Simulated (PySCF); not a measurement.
## How methods differ on the ionisation energy of S

S [Ne] 3s2 3p4 (3P) → S⁺ [Ne] 3s2 3p3 (4S), as a difference of total energies. Computed with PySCF 2.14 in dyall-av3z, with no relativity, point nucleus. Correlated levels: valence: [Ne] frozen; virtual orbitals above 40 to 60 times the deepest correlated orbital energy dropped. The calculations carry no spin-orbit coupling.

Task: Order these methods by the ionisation energy they give, lowest first.
A. BLYP
B. r2SCAN
C. TPSSh
D. MP2 (valence)

Result: D (10.000 eV), B (10.363 eV), A (10.417 eV), C (10.440 eV).

A first-order spin-orbit estimate (lowest level to lowest level, LS coupling) adds 0.023 eV.

Errors of the correlated levels include the incompleteness of this basis and the frozen core.

For comparison: 10.360 eV (measured; NIST Atomic Spectra Database, ionization energies).
